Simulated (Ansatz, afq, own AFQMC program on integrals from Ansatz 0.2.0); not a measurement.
## HO⁺, triplet: AFQMC among the cluster methods

```xyz
2

O     0.0000    0.0000    0.0000
H     0.0000    0.0000    0.9731
```

Basis cc-pVDZ. Only valence electrons are correlated. AFQMC by an in-house program on the Cholesky factors that Ansatz 0.2.0 writes for its CCSD(T) run. The CISD trial takes its coefficients from CCSD amplitudes. Released means that phaseless walkers are propagated on without the constraint, phases kept. Error bars are statistical, one sigma.

Determinant: UHF, the one that the program's search chose, which needn't be the lowest solution. The geometry is a PBE0/def2-TZVP stationary point of this or a neighbouring charge and spin state.

Full CI is exact in this basis; its frozen core comes from its own orbitals, which moves totals by up to a few meV.

Cautions: lower spins were not checked; full CI with its own frozen core.

The T1 diagnostic is 0.0074. The weight of the determinant in the CISD state is 0.967, the ⟨S²⟩ of the determinant is 2.011 and the size of the correlated space is 6 electrons in 18 orbitals.

```
  level  correlation energy (eV)
    MP2                  -2.8865
   CCSD                  -3.3780
CCSD(T)                  -3.4117
```

(1) Estimate where AFQMC with the constraint released lies against CCSD(T) on the same integrals.

(1) 0.34 ± 0.06 mEh below CCSD(T).

Reference: full CI, correlation energy -3.416 eV. The released energy is read at 1.50 1/Eh (meV from the phaseless value at times in 1/Eh: -1.3 ± 2.1 at 0.24, -2.1 ± 1.7 at 0.50, -4.2 ± 1.4 at 1.00, -2.7 ± 1.6 at 1.50). CCSDTQ lies 2.6 meV below full CI, in part by the other frozen core, which shifts every row alike, so rows that close can't be ranked against it.

```tsv
level	E − E(reference) (mEh)	share of correlation (%)
CCSD(T)	0.18	99.86
CCSDT	-0.02	100.02
CCSDT(Q)	-0.08	100.07
CCSDTQ	-0.09	100.07
ph-AFQMC/CISD	-0.06 ± 0.05	100.05
released AFQMC	-0.16 ± 0.06	100.13
```

CCSDT and higher add their correlation energy to the determinant of the CCSD(T) run, since their own runs factorise the integrals more tightly (a shift of under 2 meV). A walk keeps the symmetry of its determinant, which the program's search chose and which needn't be the lowest solution, so a lower state of the same spin and another symmetry isn't excluded. Released energies are given only where the last usable release times agree within the noise; a slower fall can still hide under it.
